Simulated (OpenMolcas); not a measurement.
# One shape, several levels: B2H4F− (SMILES B[BH2-]F)

We compute a comparison of 6 runs (HF/STO-3G, HF/def2-SVP, B3LYP/6-31G*, PBE/6-31G*, ACPF/ANO-RCC-MB, CCSD[T]/6-31++G**) of B2H4F−. 

Program for the calculation: OpenMolcas 26.06.

6 further runs of the same task are left out: 1 that didn't finish, 5 set aside as unsound or not needed.

## 1. Starting point

The species is B2H4F− (7 atoms), meant as a singlet with charge -1. SMILES: `B[BH2-]F`. The coordinates come from a GFN2-xTB relaxation.

Bond lengths: B1–B2 1.681 Å, B2–F3 1.482 Å, B1–H4 1.197 Å, B1–H5 1.194 Å, B2–H6 1.236 Å, B2–H7 1.237 Å. Angles: B1–B2–F3 115.0°, B1–B2–H6 111.7°, B1–B2–H7 111.7°, F3–B2–H6 105.7°, F3–B2–H7 105.6°, B2–B1–H4 120.9°, B2–B1–H5 127.4°, H6–B2–H7 106.6°, H4–B1–H5 111.7°.

## 2. Energy and gradient at HF/STO-3G (run 1)

Input file coord.xyz:

```xyz
7

B     -0.557490    -0.547080    -0.606600
B      0.368860     0.392230     0.434760
F      1.833710     0.217080     0.299000
H     -1.752900    -0.488230    -0.588920
H     -0.165490    -1.324120    -1.424330
H      0.111990     0.150390     1.619360
H      0.161310     1.599740     0.266740
```

Input file test.inp:

```
* B2FH4 Hartree-Fock

&GATEWAY
 BasLib
 $CurrDir
 Coord
 coord.xyz
 Basis
 STO-3G
 Group
 NoSym

&SEWARD

&SCF
 Charge
 -1
 Thresholds
 1e-10 1e-07 1e-07 1e-05
 PrOrbitals
 1 2

&ALASKA
```

The basis set STO-3G is read from a file made from the Basis Set Exchange's data (not shown).

Run with:

```
$ export MOLCAS_MEM=1860
$ pymolcas test.inp > test.log
```

Standard output:

```text
--- Start Module: gateway ---
[...]
--- Stop Module: gateway /rc=_RC_ALL_IS_WELL_ ---
[...]
      Basis functions           19
[...]
--- Start Module: scf ---
[...]
       Convergence after  13 Iterations
[...]
::    Total SCF energy                               -148.9737025338
[...]
      Total spin, S                                     0.0000000000
[...]
      Total electronic charge=   24.000000
      Total            charge=   -1.000000
[...]
      Dipole Moment (debye):
      Origin of the operator (angstrom)=    0.6904    0.0523    0.0813
                   X=  9.2966E-01               Y= -1.0358E+00               Z= -1.0747E+00           Total=  1.7584E+00
      Center of Charge (angstrom)
[...]
--- Stop Module: scf /rc=_RC_ALL_IS_WELL_ ---
--- Start Module: alaska ---
[...]
 *              Molecular gradients               *
 **************************************************
  Irreducible representation: a
 ------------------------------------------------------------------------------------------
                              X                       Y                       Z
 ------------------------------------------------------------------------------------------
  B1                1.75762145839622E-02    6.09889046944700E-03    7.13486086997928E-03
  B2               -5.68935479023165E-02   -2.43747216105654E-02   -2.75958221998045E-02
  F3                3.80934227847121E-02    9.09264662601328E-05    1.29858275786765E-03
  H4               -1.50087446356046E-02    2.85215065944465E-03    2.47964246403704E-03
  H5                4.63644240459893E-03   -9.37336433084957E-03   -9.84869271125399E-03
  H6                5.30203496876602E-03   -1.63189027907978E-03    2.62489691092163E-02
  H7                6.29417779589769E-03    2.63380086253395E-02    2.82459709961380E-04
 ------------------------------------------------------------------------------------------
--- Stop Module: alaska /rc=_RC_ALL_IS_WELL_ ---
[...]
```

It took 1.6 s on 1 thread of Arm Neoverse V2, shared host; peak memory 0.37 GiB.

## 3. Energy and forces at HF/def2-SVP (run 2)

Input file job.input:

```
>>> EXPORT MOLCAS_PRINT=2

&gateway
  baslib=$CurrDir
  coord
  7
  angstrom
  B       -0.557490      -0.547080      -0.606600
  B        0.368860       0.392230       0.434760
  F        1.833710       0.217080       0.299000
  H       -1.752900      -0.488230      -0.588920
  H       -0.165490      -1.324120      -1.424330
  H        0.111990       0.150390       1.619360
  H        0.161310       1.599740       0.266740
  basis=def2-SVP
  group=NoSym

&seward

&scf
  charge=-1
  thresholds=1e-10 1e-07 1e-07 1e-05
  prorbitals=0

&alaska
```

The basis set def2-SVP is read from a file made from the Basis Set Exchange's data (not shown).

Run with:

```
$ export MOLCAS_MEM=1860
$ pymolcas job.input > job.log
```

Standard output:

```text
--- Start Module: gateway ---
[...]
--- Stop Module: gateway /rc=_RC_ALL_IS_WELL_ ---
[...]
      Basis functions           62
[...]
--- Start Module: scf ---
[...]
       Convergence after  17 Iterations
[...]
::    Total SCF energy                               -151.0136855257
[...]
      Total spin, S                                     0.0000000000
[...]
      Total electronic charge=   24.000000
      Total            charge=   -1.000000
[...]
      Dipole Moment (debye):
      Origin of the operator (angstrom)=    0.6904    0.0523    0.0813
                   X=  5.4104E-01               Y= -9.7223E-01               Z= -1.0188E+00           Total=  1.5086E+00
      Center of Charge (angstrom)
[...]
--- Stop Module: scf /rc=_RC_ALL_IS_WELL_ ---
[...]
--- Start Module: alaska ---
[...]
 *              Molecular gradients               *
 **************************************************
  Irreducible representation: a
 ------------------------------------------------------------------------------------------
                              X                       Y                       Z
 ------------------------------------------------------------------------------------------
  B1                1.64409803721544E-03   -1.73135222637288E-03   -1.82186267472395E-03
  B2               -3.40826332580124E-02   -6.42049735781836E-03   -7.70870992248640E-03
  F3                5.60813102367064E-03    3.09229132538413E-03    3.39188774175241E-03
  H4                1.41539655579490E-02   -7.96362568484154E-04   -3.30729402320498E-04
  H5               -5.71598222718944E-03    9.05340979455560E-03    9.50027396556385E-03
  H6                9.36528885274401E-03    3.88692505780724E-03   -6.70592973732198E-03
  H7                9.02713201360938E-03   -7.08441402507143E-03    3.67507002954916E-03
 ------------------------------------------------------------------------------------------
--- Stop Module: alaska /rc=_RC_ALL_IS_WELL_ ---
[...]
```

Wall time 3.3 s (1 thread of Arm Neoverse V2, shared host); peak memory 0.4 GiB.

Runs 3 to 5 aren't shown in full; the table further down has their settings and results.

## 4. A single-point energy at CCSD[T]/6-31++G(d,p) (spherical functions) (run 6)

Input file test.inp:

```
&gateway
baslib = $CurrDir
basisset
B.6-31ppGss....
B1 -0.557490 -0.547080 -0.606600 angstrom
B2 0.368860 0.392230 0.434760 angstrom
End of Basis
basisset
F.6-31ppGss....
F3 1.833710 0.217080 0.299000 angstrom
End of Basis
basisset
H.6-31ppGss....
H4 -1.752900 -0.488230 -0.588920 angstrom
H5 -0.165490 -1.324120 -1.424330 angstrom
H6 0.111990 0.150390 1.619360 angstrom
H7 0.161310 1.599740 0.266740 angstrom
End of Basis
&seward
&scf
charge = -1
iterations = 75
core
prorbitals = 0
&rasscf
fileorb = $Project.ScfOrb
spin = 1
nactel = 0 0 0
inactive = 12
ras2 = 0
outorbitals = Canonical
orblisting = Nothing
&motra
jobiph
frozen = 3
&ccsdt
cct
triples = 1
iterations = 50
```

The basis set 6-31++G** is read from a file made from the Basis Set Exchange's data (not shown).

Run with:

```
$ export MOLCAS_MEM=1860
$ pymolcas test.inp > test.log
```

Standard output:

```text
--- Start Module: gateway ---
[...]
--- Stop Module: gateway /rc=_RC_ALL_IS_WELL_ ---
[...]
      Basis functions           78
[...]
       Convergence after  14 Iterations
[...]
::    Total SCF energy                               -151.1457639215
[...]
      Total spin, S                                     0.0000000000
[...]
      Number of active orbitals                  0
[...]
      Spin quantum number                      0.0
[...]
      Active orbitals                            0
[...]
      Number of CSFs                             1
[...]
      Number of root(s) required                 1
[...]
      Convergence after  4 iterations
[...]
      Natural orbitals and occupation numbers for root  1
      ************************************************************************************************************************
      *                                                    Final results                                                     *
      ************************************************************************************************************************
[...]
::    RASSCF root number  1 Total energy:   -151.14576392
[...]
      Total electronic charge=   24.000000
      Total            charge=   -1.000000
[...]
      Dipole Moment (debye):
      Origin of the operator (angstrom)=    0.6904    0.0523    0.0813
                   X=  3.6306E-01               Y= -9.9384E-01               Z= -1.0479E+00           Total=  1.4892E+00
      Center of Charge (angstrom)
[...]
--- Start Module: motra ---
[...]
      *** WARNING: Default frozen orbitals is overwritten by user input.
      *** Default values:   3
[...]
--- Stop Module: motra /rc=_RC_ALL_IS_WELL_ ---
--- Start Module: ccsdt ---
[...]
      Convergence after                    21  Iterations
      Total energy (diff) :    -151.55493074      -0.00000008
[...]
       CCSD     =      -151.5549307404483
[...]
--- Stop Module: ccsdt /rc=_RC_ALL_IS_WELL_ ---
[...]
```

Run time: 28 s. Hardware: 1 thread of Arm Neoverse V2, shared host; peak memory 0.44 GiB.

## 5. All runs side by side

```
run                                    level  integration grid      task  energy (Eh)  HOMO energy (eV)  LUMO energy (eV)  HOMO–LUMO gap (eV)  wall time
  1                                HF/STO-3G                 –  gradient  -148.973703             -0.61             13.62               14.23      1.6 s
  2                              HF/def2-SVP                 –  gradient  -151.013686             -4.44              7.55               11.99      3.3 s
  3       B3LYP/6-31G* (spherical functions)         UltraFine  gradient  -151.965561             -0.29              4.53                4.81       14 s
  4         PBE/6-31G* (spherical functions)         UltraFine  gradient  -151.753177              0.99              3.78                2.79       15 s
  5                   ACPF/ANO-RCC-MB (DKH2)                 –    energy  -151.270899             -4.71              8.25               12.96        2 s
  6  CCSD[T]/6-31++G** (spherical functions)                 –    energy  -151.566017             -4.65              5.02                9.67       28 s
```

## 6. Summary of results

```
                                                    quantity          value
                                         run 6: total energy  -151.56602 Eh
                  run 6: HOMO energy (Hartree–Fock orbitals)       -4.65 eV
                  run 6: LUMO energy (Hartree–Fock orbitals)        5.02 eV
run 6: HOMO–LUMO gap (to an unbound level, set by the basis)        9.67 eV
          run 6: correlation energy (3 core orbitals frozen)     -420.3 mEh
```

What this shows: Over runs 1, 2, 3, 4 the HOMO–LUMO gap runs from 2.79 eV (PBE/6-31G*) to 14.23 eV (HF/STO-3G). The two ends differ in method and basis. The empty levels of an anion lie above zero and hang on the basis. Totals of different functionals can't be ranked against each other. In run 4 the HOMO lies above zero, so the outermost electron may be held by the basis alone. In runs 1, 5 the basis is minimal, so the values are rough. All runs together took 63 s, the longest 28 s.
